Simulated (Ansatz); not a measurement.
Two structures of Si2H7Cl, closed shell, reached by relaxing down either side of one saddle point (PBE0-D4/def2-TZVP). Energies are electronic, without zero-point energy. Computed with Ansatz 0.2.0 (basis: def2-TZVPP and def2-QZVPP); correlated methods freeze the cores. Extrapolation: Hartree–Fock as exp(−7.88 √X), correlation as X^−2.97. First:

| atom | x (Å) | y (Å) | z (Å) |
| --- | --- | --- | --- |
| Si1 | -0.9811 | 0.5158 | -1.9127 |
| H2 | -0.8969 | -0.3045 | -0.6776 |
| H3 | -0.7836 | -0.3620 | -3.0939 |
| H4 | -2.3235 | 1.1463 | -1.9866 |
| H5 | 0.0654 | 1.5661 | -1.8880 |
| Si6 | 0.9235 | -0.6127 | 1.9654 |
| Cl7 | 1.8707 | 0.9876 | 1.0927 |
| H8 | 1.6157 | -0.9263 | 3.2368 |
| H9 | 0.9964 | -1.7663 | 1.0403 |
| H10 | -0.4868 | -0.2436 | 2.2235 |

Second:

```
10
angstrom
Si -0.1475 1.2804 -1.8531
H -0.5605 -0.8914 0.4935
H 0.0736 -0.1207 -2.2770
H -1.4244 1.4042 -1.1143
H -0.1406 2.1826 -3.0276
Si 0.0538 -1.3148 1.7777
Cl 1.3878 1.8377 -0.6072
H 1.1907 -0.4215 2.1070
H 0.5356 -2.7134 1.6485
H -0.9685 -1.2429 2.8524
```

(1) Which bonds change from the first to the second?

(2) Give the saddle point's structure and its height above each. (An estimate is asked for; the value comes from the calculation.)

The T1 diagnostic stays at or below 0.012. The start structure is not quite a true minimum (one mode of 54i cm⁻¹). The end structure is not quite a true minimum (one mode of 53i cm⁻¹).

Answers

(1) SiH₃Cl ([SiH3][Cl]) + SiH₄ → SiH₃Cl ([SiH3][Cl]) + SiH₄; bonds formed: Si1–Cl7, H2–Si6; bonds broken: Si1–H2, Si6–Cl7.

(2) The calculation gives: 2.048 eV above the first and 2.048 eV above the second (CCSD(T) at an estimated basis limit (MP2 extrapolated from triple and quadruple zeta, plus CCSD(T) − MP2 in triple zeta)).
| atom | x (Å) | y (Å) | z (Å) |
| --- | --- | --- | --- |
| Si1 | -0.3845 | 0.6476 | -1.3297 |
| H2 | -0.5536 | -0.4712 | -0.0795 |
| H3 | -0.2144 | -0.5206 | -2.2333 |
| H4 | -1.7836 | 1.0529 | -1.0308 |
| H5 | 0.1623 | 1.7963 | -2.1154 |
| Si6 | 0.3565 | -0.6707 | 1.3260 |
| Cl7 | 1.2831 | 1.1208 | 0.1984 |
| H8 | 1.4107 | -0.4245 | 2.3574 |
| H9 | 0.6424 | -2.0463 | 0.8399 |
| H10 | -0.9191 | -0.4842 | 2.0671 |

Ligand swaps between two centres remove the fluorinated layer in thermal atomic layer etching, and scramble precursors in the gas phase.

Labels in which every atom is bracketed show which atoms are joined, not bond orders.

For scale, one of the runs: CCSD(T)/def2-TZVPP, 224 basis functions, launched by `ansatz run in.yaml --threads 4 --pin off --events-out ev --progress --plain --max-ram 9574MiB`. The run took 42 s on 4 CPU threads of an Arm Neoverse V2 (shared host), with 3.2 GiB of host memory at its peak.
